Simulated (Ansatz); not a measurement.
Born–Oppenheimer molecular dynamics of BH3LiS (6 atoms, charge 1, multiplicity 1). It starts from a relaxed structure.

All numbers below come from RKS B3LYP/6-31G* (Ansatz 0.2.0).

| Quantity | Value |
| --- | --- |
| ensemble | NVT, Nosé–Hoover chain |
| time step | 1 fs |
| steps asked | 150 |
| set temperature | 100 K |
| thermostat | time constant 300 fs, chain length 5 |
| seed | 294614 |

First frame:

```xyz
6
Properties=species:S:1:pos:R:3
Li -2.463 -1.164 0.325
S -0.063 -0.882 0.182
B 0.568 0.827 0.135
H 0.455 -1.440 -0.932
H 1.365 1.120 -0.689
H 0.139 1.539 0.980
```

Q: How far do the bonds stretch over the last three quarters of this one trajectory? (Pairs bonded in most of those frames.)

A: 
```
  bond  mean (Å)  spread (Å)  shortest  longest
Li1–S2     2.420       0.016      2.39     2.45
 S2–B3     1.818       0.018      1.79     1.85
 S2–H4     1.350       0.015      1.33     1.37
 B3–H5     1.183       0.006      1.17     1.19
 B3–H6     1.185       0.007      1.17     1.20
```

Mean temperature of the second half: 50 K. The conserved energy stayed within 0.099 meV per atom of its start (net change 0.087 meV per atom), so the integration is sound. The mean temperature of the second half is 50 % below the set value. A run of 0.15 ps of so small a system gives no equilibrium averages. Limits of this set-up: the dipole of an ion depends on the origin.

The run took 4.7 min on 1 thread of Arm Neoverse N1 (shared host), peak memory 0.091 GiB.
